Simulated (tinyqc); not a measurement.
Worked calculation: UHF in the sto-3g basis, for BH, spin multiplicity 1. One step of it, computed by the program tinyqc.

Task: Iteration 3: building the Fock matrix. J_ij = sum D_kl (ij|kl) with D = D(alpha) + D(beta), K_ij = sum D_kl (ik|jl) for each spin; F = H + J - K(s); E = tr D H + tr D J / 2 - 0.5 sum_s tr D(s) K(s) + E_nn.

D(alpha) after iteration 2:
```
            1B 1s      1B 2s     1B 2px     1B 2py     1B 2pz      2H 1s
1B 1s    1.061532  -0.230879  -0.009627   0.094699   0.039371  -0.033437
1B 2s   -0.230879   0.873755   0.034620  -0.340538  -0.160024   0.053913
1B 2px  -0.009627   0.034620   0.002097  -0.020630  -0.019771  -0.016107
1B 2py   0.094699  -0.340538  -0.020630   0.202929   0.194474   0.158439
1B 2pz   0.039371  -0.160024  -0.019771   0.194474   0.278023   0.328158
2H 1s   -0.033437   0.053913  -0.016107   0.158439   0.328158   0.462980
```

D(beta) after iteration 2:
```
            1B 1s      1B 2s     1B 2px     1B 2py     1B 2pz      2H 1s
1B 1s    1.061532  -0.230879   0.009627  -0.094699   0.039371  -0.033437
1B 2s   -0.230879   0.873755  -0.034620   0.340538  -0.160024   0.053913
1B 2px   0.009627  -0.034620   0.002097  -0.020630   0.019771   0.016107
1B 2py  -0.094699   0.340538  -0.020630   0.202929  -0.194474  -0.158439
1B 2pz   0.039371  -0.160024   0.019771  -0.194474   0.278023   0.328158
2H 1s   -0.033437   0.053913   0.016107  -0.158439   0.328158   0.462980
```

core Hamiltonian H = T + V (hartree):
```
             1B 1s      1B 2s     1B 2px     1B 2py     1B 2pz      2H 1s
1B 1s   -12.646133  -3.274874   0.000000   0.000000  -0.009929  -0.308833
1B 2s    -3.274874  -3.735650   0.000000   0.000000  -0.098103  -0.889894
1B 2px    0.000000   0.000000  -2.919815   0.000000   0.000000   0.000000
1B 2py    0.000000   0.000000   0.000000  -2.919815   0.000000   0.000000
1B 2pz   -0.009929  -0.098103   0.000000   0.000000  -2.981796  -0.924002
2H 1s    -0.308833  -0.889894   0.000000   0.000000  -0.924002  -2.088075
```

Two-electron integrals (ij|kl) in chemists' order, unique and non-zero (hartree):
```
(11|11) 2.923513   (21|11) 0.518376   (21|21) 0.109262   (22|11) 0.744229
(22|21) 0.193177   (22|22) 0.544804   (31|31) 0.020264   (32|31) 0.029996
(32|32) 0.120346   (33|11) 0.742491   (33|21) 0.193240   (33|22) 0.544682
(33|33) 0.586773   (41|41) 0.020264   (42|41) 0.029996   (42|42) 0.120346
(43|43) 0.031630   (44|11) 0.742491   (44|21) 0.193240   (44|22) 0.544682
(44|33) 0.523513   (44|44) 0.586773   (51|51) 0.020264   (52|51) 0.029996
(52|52) 0.120346   (53|53) 0.031630   (54|54) 0.031630   (55|11) 0.742491
(55|21) 0.193240   (55|22) 0.544682   (55|33) 0.523513   (55|44) 0.523513
(55|55) 0.586773   (61|11) 0.047945   (61|21) 0.010073   (61|22) 0.017885
(61|33) 0.017812   (61|44) 0.017812   (61|51) 0.000700   (61|52) 0.001305
(61|55) 0.018042   (61|61) 0.000955   (62|11) 0.143131   (62|21) 0.037888
(62|22) 0.121431   (62|33) 0.117756   (62|44) 0.117756   (62|51) 0.004096
(62|52) 0.027407   (62|55) 0.128653   (62|61) 0.003724   (62|62) 0.041785
(63|31) 0.003359   (63|32) 0.016683   (63|53) 0.004803   (63|63) 0.003940
(64|41) 0.003359   (64|42) 0.016683   (64|54) 0.004803   (64|64) 0.003940
(65|11) 0.146809   (65|21) 0.039309   (65|22) 0.132705   (65|33) 0.125977
(65|44) 0.125977   (65|51) 0.006850   (65|52) 0.043067   (65|55) 0.146005
(65|61) 0.003998   (65|62) 0.052967   (65|65) 0.069707   (66|11) 0.324204
(66|21) 0.087246   (66|22) 0.317335   (66|33) 0.300724   (66|44) 0.300724
(66|51) 0.009670   (66|52) 0.089190   (66|55) 0.350075   (66|61) 0.008629
(66|62) 0.150750   (66|65) 0.205615   (66|66) 0.774606
```

nuclear repulsion = 1.62523713 hartree

Give: Coulomb J; exchange K(alpha); exchange K(beta); F(alpha); F(beta); total energy of this density.

Result:

Coulomb J (hartree):
```
         1B 1s   1B 2s   1B 2px   1B 2py  1B 2pz   2H 1s
1B 1s   8.2633  1.6631   0.0000   0.0000  0.0027  0.1543
1B 2s   1.6631  3.3717   0.0000   0.0000  0.0725  0.8016
1B 2px  0.0000  0.0000   3.3226  -0.0026  0.0000  0.0000
1B 2py  0.0000  0.0000  -0.0026   3.3480  0.0000  0.0000
1B 2pz  0.0027  0.0725   0.0000   0.0000  3.4318  0.9064
2H 1s   0.1543  0.8016   0.0000   0.0000  0.9064  2.4432
```

exchange K(alpha) (hartree):
```
          1B 1s    1B 2s   1B 2px   1B 2py   1B 2pz    2H 1s
1B 1s    2.9681   0.5379   0.0000  -0.0004   0.0016   0.0526
1B 2s    0.5379   0.6088   0.0187  -0.1840  -0.0096   0.2281
1B 2px   0.0000   0.0187   0.1358  -0.0115  -0.0131  -0.0030
1B 2py  -0.0004  -0.1840  -0.0115   0.2473   0.1287   0.0299
1B 2pz   0.0016  -0.0096  -0.0131   0.1287   0.4147   0.2787
2H 1s    0.0526   0.2281  -0.0030   0.0299   0.2787   0.5486
```

exchange K(beta) (hartree):
```
         1B 1s    1B 2s   1B 2px   1B 2py   1B 2pz    2H 1s
1B 1s   2.9681   0.5379   0.0000   0.0004   0.0016   0.0526
1B 2s   0.5379   0.6088  -0.0187   0.1840  -0.0096   0.2281
1B 2px  0.0000  -0.0187   0.1358  -0.0115   0.0131   0.0030
1B 2py  0.0004   0.1840  -0.0115   0.2473  -0.1287  -0.0299
1B 2pz  0.0016  -0.0096   0.0131  -0.1287   0.4147   0.2787
2H 1s   0.0526   0.2281   0.0030  -0.0299   0.2787   0.5486
```

F(alpha) (hartree):
```
          1B 1s    1B 2s   1B 2px   1B 2py   1B 2pz    2H 1s
1B 1s   -7.3509  -2.1496   0.0000   0.0004  -0.0088  -0.2072
1B 2s   -2.1496  -0.9727  -0.0187   0.1840  -0.0160  -0.3163
1B 2px   0.0000  -0.0187   0.2670   0.0088   0.0131   0.0030
1B 2py   0.0004   0.1840   0.0088   0.1809  -0.1287  -0.0299
1B 2pz  -0.0088  -0.0160   0.0131  -0.1287   0.0353  -0.2963
2H 1s   -0.2072  -0.3163   0.0030  -0.0299  -0.2963  -0.1935
```

F(beta) (hartree):
```
          1B 1s    1B 2s   1B 2px   1B 2py   1B 2pz    2H 1s
1B 1s   -7.3509  -2.1496   0.0000  -0.0004  -0.0088  -0.2072
1B 2s   -2.1496  -0.9727   0.0187  -0.1840  -0.0160  -0.3163
1B 2px   0.0000   0.0187   0.2670   0.0088  -0.0131  -0.0030
1B 2py  -0.0004  -0.1840   0.0088   0.1809   0.1287   0.0299
1B 2pz  -0.0088  -0.0160  -0.0131   0.1287   0.0353  -0.2963
2H 1s   -0.2072  -0.3163  -0.0030   0.0299  -0.2963  -0.1935
```

total energy of this density = -24.696776 hartree
